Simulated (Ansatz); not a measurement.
**LiC+ (triplet): from Hartree-Fock to the top rungs, def2-QZVPP**

The task here is to estimate one member of a computed series from the others.

Computed with Ansatz 0.2.0, Gaussian basis. Level: def2-QZVPP, core rule «outside noble gas», up to 2 orbitals frozen.

To be run: UHF; ROHF; CCSD(T) on UHF.

2 further runs of the same task are left out: 2 set aside as unsound or not needed.

**The geometry**

The geometry is a PBE0/def2-TZVP stationary point (not a proven minimum).

2 atoms, charge 1, spin multiplicity 3.

Atoms are counted from 1 here; the program's logs count them from 0.

Bond lengths: C1–Li2 2.280 Å.

Set-up of the first run:

The input, in.yaml:

```yaml
crystal:
  periodic: [false, false, false]
  atoms:
    - {symbol: C, position_ang: [0.000000, 0.000000, 0.000000]}
    - {symbol: Li, position_ang: [0.000000, 0.000000, 2.280000]}
basis:
  gaussian: {orbitals: "def2-QZVPP.json"}
total_charge: 1
magnetization: {spin_polarized: true, initial_magnetization: 2}
hamiltonian: {xc: hf}
output: {orbitals: {seedname: orbitals}}
```

Command:

```sh
$ ansatz run in.yaml --threads 1 --pin off --events-out ev --progress --plain --max-ram 2393MiB
```

Steps of the session up to this table: UHF; ROHF; CCSD(T) on UHF.

One of the session's tables, all rows but one given; the rest of the session is left out.

| method | from UCCSD(T) (meV) |
| --- | --- |
| ROHF | +2615.5 |
| UHF | +2492.5 |
| UMP2 | +568.6 |
| UCCSD | ? |
| UCCSD(T) | 0 |

Q: Estimate the row for UCCSD from the others.

**Answer.** from UCCSD(T) (meV): +63.0. In the column «from UCCSD(T) (meV)» it lies between UCCSD(T) (0) and UMP2 (+568.6).
